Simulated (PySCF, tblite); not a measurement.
C6H10.
Atom-mapped SMILES: `[CH3:1][C@@H:2]1[CH2:3][C@H:4]2[CH2:5][C@@H:6]12` (hydrogens: H7, H8, H9 on C1; H10 on C2; H11, H12 on C3; H13 on C4; H14, H15 on C5; H16 on C6)

Computed with GFN2-xTB (tblite), gas phase: Langevin dynamics at 300 K from the optimised GFN2-xTB geometry, time step 0.5 fs, friction 0.01 fs⁻¹, 2000 steps. Over the second half of the run the saved frames average 325 K.

Frame at 250 fs, instantaneous temperature 227 K:
```
atom  x, y, z in Å
C1      1.454    0.128   -0.213
C2      0.143    0.235    0.603
C3     -0.265   -1.186    1.000
C4     -1.572   -1.000    0.169
C5     -2.305    0.179    0.747
C6     -1.149    0.405   -0.224
H7      2.291   -0.033    0.476
H8      1.271   -0.763   -0.899
H9      1.648    1.046   -0.795
H10     0.121    0.932    1.439
H11    -0.460   -1.349    2.037
H12     0.278   -2.089    0.652
H13    -2.006   -1.684   -0.557
H14    -3.261    0.452    0.315
H15    -2.175    0.296    1.839
H16    -1.408    0.982   -1.099
```

Frame at 425 fs, instantaneous temperature 269 K:
```
atom  x, y, z in Å
C1      0.840    0.174   -0.045
C2     -0.269    0.021    0.986
C3     -0.728   -1.449    1.312
C4     -2.047   -1.153    0.578
C5     -2.783   -0.035    1.344
C6     -1.641    0.262    0.372
H7      1.826   -0.296    0.169
H8      0.545   -0.191   -1.052
H9      1.070    1.213   -0.403
H10    -0.175    0.641    1.922
H11    -0.756   -1.696    2.409
H12    -0.115   -2.221    0.792
H13    -2.664   -1.896    0.014
H14    -3.760    0.142    0.942
H15    -2.629   -0.015    2.440
H16    -1.859    0.971   -0.424
```

Frame at 625 fs, instantaneous temperature 348 K:
```
atom  x, y, z in Å
C1      1.114   -0.089    0.394
C2     -0.208   -0.088    1.059
C3     -0.871   -1.422    1.366
C4     -1.934   -1.153    0.318
C5     -2.628    0.221    0.510
C6     -1.263    0.109   -0.104
H7      1.828   -0.646    1.024
H8      1.028   -0.539   -0.619
H9      1.398    0.898    0.171
H10    -0.336    0.454    2.001
H11    -1.295   -1.507    2.398
H12    -0.273   -2.201    1.036
H13    -2.507   -1.848   -0.334
H14    -3.514    0.378   -0.118
H15    -2.757    0.490    1.491
H16    -0.992    0.493   -1.153
```

Frame at 800 fs, instantaneous temperature 279 K:
```
atom  x, y, z in Å
C1      1.503   -0.020    1.282
C2     -0.017    0.039    1.502
C3     -0.733   -1.309    1.867
C4     -1.650   -1.206    0.613
C5     -2.453    0.055    0.857
C6     -0.983    0.125    0.297
H7      2.003   -0.392    2.144
H8      1.793   -0.646    0.394
H9      1.782    0.986    0.972
H10    -0.308    0.879    2.161
H11    -1.315   -1.145    2.824
H12    -0.138   -2.266    1.859
H13    -2.060   -1.975   -0.042
H14    -3.264    0.227    0.167
H15    -2.775    0.548    1.771
H16    -0.668    0.572   -0.702
```

Frame at 1000 fs, instantaneous temperature 347 K:
```
atom  x, y, z in Å
C1      1.123    0.756    1.337
C2     -0.353    0.507    1.492
C3     -0.645   -1.002    1.895
C4     -1.438   -1.117    0.601
C5     -2.538   -0.077    0.573
C6     -1.154    0.280    0.160
H7      1.666    0.467    2.284
H8      1.661    0.076    0.677
H9      1.357    1.795    1.087
H10    -0.775    1.313    2.118
H11    -1.238   -1.032    2.798
H12     0.295   -1.606    1.978
H13    -1.433   -1.966   -0.026
H14    -3.250   -0.226   -0.290
H15    -2.935    0.265    1.553
H16    -0.808    0.556   -0.802
```

Question: What do single points at PBE0/pcSseg-1 (PySCF, gas phase) give on these frames?

Answer: 
```
t (fs)  GFN2-xTB E above start (eV)  DFT E above lowest frame (eV)  HOMO (eV)  LUMO (eV)  dipole (D)
   250                         0.51                           0.11      -7.32       1.72        0.17
   425                         0.54                           0.04      -7.50       1.73        0.33
   625                         0.85                           0.50      -7.37       1.70        0.26
   800                         0.71                           0.31      -7.36       1.71        0.21
  1000                         0.43                           0.00      -7.27       1.70        0.36
```

The two levels order the frames alike by energy but for pairs within 0.08 eV at one level; measured from each level's lowest frame they differ by 0.08 eV at most. The HOMO–LUMO gap runs from 8.97 to 9.23 eV. These are instantaneous structures, not minima.

Question: And the isotropic GIAO shieldings (ppm) from the same runs?

Answer: 
```tsv
atom	250 fs	425 fs	625 fs	800 fs	1000 fs	mean	range
C1	154.3	165.4	164.0	166.2	162.3	162.4	11.9
C2	145.1	151.5	154.1	148.5	145.8	149.0	9.0
C3	150.9	146.6	156.1	140.7	148.1	148.5	15.4
C4	166.6	163.8	173.7	166.0	177.4	169.5	13.6
C5	163.0	166.9	172.5	163.7	163.9	166.0	9.5
C6	168.3	155.5	145.6	151.2	164.7	157.1	22.7
H7	29.7	29.9	30.0	30.9	29.7	30.0	1.2
H8	29.0	29.9	29.9	29.8	30.4	29.8	1.4
H9	29.7	29.6	30.9	30.2	30.1	30.1	1.3
H10	29.5	29.0	29.9	29.4	29.7	29.5	0.9
H11	30.9	29.3	29.4	28.5	30.1	29.6	2.4
H12	29.9	29.4	31.0	28.7	29.7	29.7	2.3
H13	29.7	28.9	29.8	29.6	31.2	29.8	2.3
H14	30.8	31.5	30.9	31.1	29.7	30.8	1.8
H15	30.8	30.8	32.9	30.7	30.4	31.1	2.5
H16	30.6	29.9	28.5	28.4	30.6	29.6	2.2
```

The cost below is that of the whole dynamics run. Time: 9.0 s of wall time; peak memory 0.19 GiB. Hardware: AMD EPYC 7R13, one thread, no GPU, shared host with 128 logical CPUs at a one-minute load of 57.
